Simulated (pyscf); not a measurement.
Thermochemistry of product channels of HO–B(Cl)–Cl + NH₃ on the singlet surface, in kcal/mol, from CCSD(T)/def2-TZVPP + ΔMP2(QZVPP) energies (ideal gas, 1 atm, RRHO with modes under 100 cm⁻¹ raised to 100, one conformer, R ln 2 for chiral ones without a mode under 150 cm⁻¹). Structures and frequencies: ωB97X-D3(BJ)/def2-SVP in PySCF. Correlated levels are frozen-core, on RHF or UHF. ΔMP2 is the change of the MP2 total energy from the triple- to the quadruple-zeta basis.

| products | ΔE | ΔH(298 K) | ΔG(900 K) | ΔG(1200 K) |
|---|---|---|---|---|
| H₂O + H₂N–B(Cl)–Cl | +1.2 | +1.0 | +1.7 | +1.8 |
| H₂N–B(OH)–Cl + HCl | … | -8.8 | -7.8 | … |

Complete the blanks.


- H₂N–B(OH)–Cl + HCl, ΔE: -7.6
- H₂N–B(OH)–Cl + HCl, ΔG(1200 K): -7.9

These are energies of the channels, which say nothing of barriers. The CCSD(T) − MP2 part came from Ansatz, without density fitting, on the same reference.
